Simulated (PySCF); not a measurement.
# SO3: one-bond stretch

These are results of PySCF, B3LYP, basis S def2-TZVP, O def2-TZVP (no relativity, density fitting), not measurements.

Rigid scan from the singlet minimum (S–O 1.427 Å (×3); O–S–O 120.0° (×3)). Coordinate: the bond from S to the last atom (O) scaled, the rest fixed. Energies in kJ/mol from the minimum.

```tsv
scale of one bond	E (kJ/mol)	dipole size (D)
0.92	54.6	0.52
0.96	11.9	0.25
1.00	0.0	0.00
1.05	13.9	0.29
1.12	64.6	0.65
1.20	141.7	0.98
1.35	286.9	1.39
1.55	429.8	–
1.80	526.7	–
2.20	587.9	–
```

At long bonds a restricted determinant can lie too high, and another spin state can fall below this curve.

Other isomers or separated fragments may lie lower.

The scan took 11 s on 4 threads of a shared Arm Neoverse V2 host; the process peaked at 1.3 GiB.
